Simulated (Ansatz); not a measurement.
# CH₃Cl (singlet): wave-function methods side by side, 6-31G*

The task here is to estimate one member of a computed series from the others.

The runs use Ansatz 0.2.0, Gaussian basis; 6-31G*, core rule «outside noble gas», up to 6 orbitals frozen.

To be run: UHF; CCSD(T) on RHF; BCCD(T) on RHF; CISD; CCSDT(Q) on RHF; CISDTQ; CCSDTQ on RHF; CASSCF and MRCISD+Q, 14 electrons in 11 orbitals; CASSCF and NEVPT2, 14 electrons in 11 orbitals.

18 further runs of the same task are left out: 1 that didn't finish, 17 set aside as unsound or not needed.

## The geometry

The geometry is an MP2(full)/6-31G* stationary point (not a proven minimum).

5 atoms, charge 0, spin multiplicity 1.

Atoms are counted from 1 here; the program's logs count them from 0.

Bond lengths: C1–Cl2 1.777 Å, C1–H3 1.088 Å, C1–H4 1.088 Å, C1–H5 1.088 Å. Angles: Cl2–C1–H3 108.9°, Cl2–C1–H4 108.9°, Cl2–C1–H5 108.9°, H3–C1–H4 110.0°, H3–C1–H5 110.0°, H4–C1–H5 110.0°.

Coordinates:

```
C     0.0000    0.0000   -1.2269
Cl    0.0000    0.0000    0.5504
H     0.0000    1.0293   -1.5798
H     0.8914   -0.5147   -1.5798
H    -0.8914   -0.5147   -1.5798
```

The first run:

in.yaml

```yaml
crystal:
  periodic: [false, false, false]
  atoms:
    - {symbol: C, position_ang: [0.000000, 0.000000, -1.226936]}
    - {symbol: Cl, position_ang: [0.000000, 0.000000, 0.550404]}
    - {symbol: H, position_ang: [0.000000, 1.029318, -1.579827]}
    - {symbol: H, position_ang: [0.891415, -0.514659, -1.579827]}
    - {symbol: H, position_ang: [-0.891415, -0.514659, -1.579827]}
basis:
  gaussian: {orbitals: "6-31G*"}
magnetization: {spin_polarized: true, initial_magnetization: 0}
hamiltonian: {xc: hf}
output: {orbitals: {seedname: orbitals}}
```

The run is started by

```sh
$ ansatz run in.yaml --threads 1 --pin off --events-out ev --progress --plain --max-ram 3956MiB --backend cpu
```

Steps of the session up to this table: UHF; CCSD(T) on RHF; BCCD(T) on RHF; CISD; CCSDT(Q) on RHF; CISDTQ; CCSDTQ on RHF; CASSCF and MRCISD+Q, 14 electrons in 11 orbitals; CASSCF and NEVPT2, 14 electrons in 11 orbitals.

One table of the session follows, with a row left open; its other results are not shown here.

| method | from RCCSDTQ (kcal/mol) |
| --- | --- |
| RHF | +186.79 |
| RMP2 | +22.60 |
| CISD | ? |
| RCCSD | +4.83 |
| RCCSD(T) | +0.55 |
| BCCD(T) | +0.54 |
| RCCSDT | +0.20 |
| CISDTQ | +1.13 |
| RCCSDT(Q) | 0.00 |
| RCCSDTQ | 0 |
| CASSCF valence | +131.99 |
| NEVPT2 valence | +28.86 |
| MRCISD valence | +9.32 |
| MRCISD+Q valence | +0.85 |

Q: Estimate the row for CISD from the others.

As computed: from RCCSDTQ (kcal/mol): +18.71. In the column «from RCCSDTQ (kcal/mol)» it lies between MRCISD valence (+9.32) and RMP2 (+22.60).
